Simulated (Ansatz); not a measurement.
Tl₄CdI₆ (P4/mnc, No. 128)

These are r²SCAN0 (plane waves, PAW; Ansatz, a program for electronic structure) values and carry that method's errors.

Settings: plane-wave cutoff 520 eV, 4×4×4 k mesh, Fermi–Dirac smearing 0.01 eV, scalar-relativistic PAW data made under PBE.

Cell (measured lattice):

```
CdTl4I6
1.0
    9.22880     0.00000     0.00000
    0.00000     9.22880     0.00000
    0.00000     0.00000     9.60540
Tl Cd I
8 2 12
Cartesian
  5.96734   1.35294   2.40135
  3.26146   7.87586   7.20405
  7.87586   5.96734   2.40135
  1.35294   3.26146   7.20405
  3.26146   7.87586   2.40135
  5.96734   1.35294   7.20405
  1.35294   3.26146   2.40135
  7.87586   5.96734   7.20405
  4.61440   4.61440   4.80270
  0.00000   0.00000   0.00000
  4.61440   4.61440   2.02674
  4.61440   4.61440   7.57866
  0.00000   0.00000   2.77596
  0.00000   0.00000   6.82944
  3.31222   1.70087   4.80270
  5.91658   7.52793   4.80270
  7.52793   3.31222   4.80270
  1.70087   5.91658   4.80270
  7.92662   2.91353   0.00000
  1.30218   6.31527   0.00000
  2.91353   1.30218   0.00000
  6.31527   7.92662   0.00000
```

```
Item                           Result
--------  ---------------------------
band gap  3.60 eV (on the SCF k mesh)
```

Measured, for comparison: band gap 2.83 eV (temperature not stated, not corrected to a static lattice, detector crystals; as tabulated in Piasecki et al. (2022), doi:10.1039/d1ma01259b).

Note: cell and atoms aren't relaxed at this level (largest force component 0.08 eV/Å, pressure 0.5 GPa).

Spin–orbit coupling is not included; with these elements it can move the gap by several tenths of an eV or more.
